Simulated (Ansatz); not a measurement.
This script drives the Python package of Ansatz (0.2.0).

`composite_ch5aln.py`:
```python
'''A composite energy for CH5AlN(-): DFT geometry, MP2 basis limit, coupled-cluster correction.'''

import itertools
import warnings

import ansatz as az
from ase.data import atomic_numbers, covalent_radii
import numpy as np

GEOMETRY = '''
C     1.56490   -0.24040    0.26940
N     0.40220   -0.40160    0.78820
Al   -1.19180    0.13500   -0.10340
H     2.44490   -0.56190    0.81510
H     1.68760    0.21370   -0.71000
H    -1.14170    1.70700   -0.38000
H    -1.31160   -0.64520   -1.49170
H    -2.45460   -0.20670    0.81240
'''

warnings.simplefilter('ignore', az.DeckWarning)

geometry = az.Crystal.molecule()
for line in GEOMETRY.strip().splitlines():
    symbol, *xyz = line.split()
    geometry = geometry.atom(symbol, [float(v) for v in xyz])

setup = (
    geometry.calculation()
    .basis(gaussian='def2-SVP')
    .functional('r2scan')
    .charge(-1)
)
symbols = [site.symbol for site in geometry.cartesian_sites]
start = np.array([site.position_ang for site in geometry.cartesian_sites], dtype=float)
data = setup.relax(force_tolerance=0.01, max_steps=100).run().report
end = np.array(data['positions_ang'])
# pairs closer than 1.2 times the sum of covalent radii, before or after
radius = [covalent_radii[atomic_numbers[s]] for s in symbols]
span = lambda where, i, j: np.linalg.norm(where[i] - where[j])
bonded = [(i, j) for i, j in itertools.combinations(range(len(symbols)), 2) if min(span(start, i, j), span(end, i, j)) < 1.2 * (radius[i] + radius[j])]
print('pair        before    after (A)')
for i, j in bonded:
    print(f'{symbols[i]}{i}-{symbols[j]}{j}'.ljust(10), f'{span(start, i, j):8.4f} {span(end, i, j):8.4f}')

minimum = az.Crystal.molecule()
for symbol, place in zip(symbols, end):
    minimum = minimum.atom(symbol, place.tolist())
at_minimum = minimum.calculation().charge(-1)
# MP2 extrapolated to the basis limit, plus the small-basis difference CCSD(T) - MP2
level = lambda method, basis: at_minimum.basis(gaussian=basis).correlation(method).run().report
small, large, cluster = level('mp2', 'cc-pVDZ'), level('mp2', 'cc-pVTZ'), level('ccsd_t', 'cc-pVDZ')
corr = lambda each: (each['free_energy_ev'] - each['reference_energy_ev']) / 27.211386246
mp2_limit = (27 * corr(large) - 8 * corr(small)) / 19
pieces = {'HF / cc-pVTZ': large['reference_energy_ev'] / 27.211386246, 'MP2 correlation, DZ-TZ limit': mp2_limit, 'CCSD(T) - MP2 / cc-pVDZ': corr(cluster) - corr(small)}
for name, value in pieces.items():
    print(f'{name:32s} {value:14.6f} Ha')
print(f'{"sum":32s} {sum(pieces.values()):14.6f} Ha')
print('T1 diagnostic', round(cluster['correlation']['coupled_cluster']['t1_diagnostic'], 4))
```

It is started by `python composite_ch5aln.py`. Estimate its wall time and peak memory on 1 thread of Arm Neoverse V1, on a shared host.

It took about 91 s, with a peak of 0.33 GiB, for 4 runs of the engine.

```console
$ python composite_ch5aln.py
pair        before    after (A)
C0-N1        1.2834   1.2560
C0-H3        1.0842   1.1285
C0-H4        1.0865   1.1295
N1-Al2       1.9036   1.9051
Al2-H5       1.5969   1.6408
Al2-H6       1.5970   1.6529
Al2-H7       1.5969   1.6408
HF / cc-pVTZ                        -337.190611 Ha
MP2 correlation, DZ-TZ limit          -0.516795 Ha
CCSD(T) - MP2 / cc-pVDZ               -0.054583 Ha
sum                                 -337.761989 Ha
T1 diagnostic 0.013
```

Caveats:
- Total energies depend on the basis set; only differences at equal settings carry meaning.
- The sum leaves out core correlation, relativity, the Hartree-Fock basis error and zero-point energy; a DZ-TZ extrapolation is rough.
- Inner cores stay frozen, so this is valence correlation.
- For Al to Cl the sets with a tight d function, cc-pV(X+d)Z, are usual.
- An extrapolation from small basis sets is rough.
- Anions want diffuse functions, which this basis lacks.
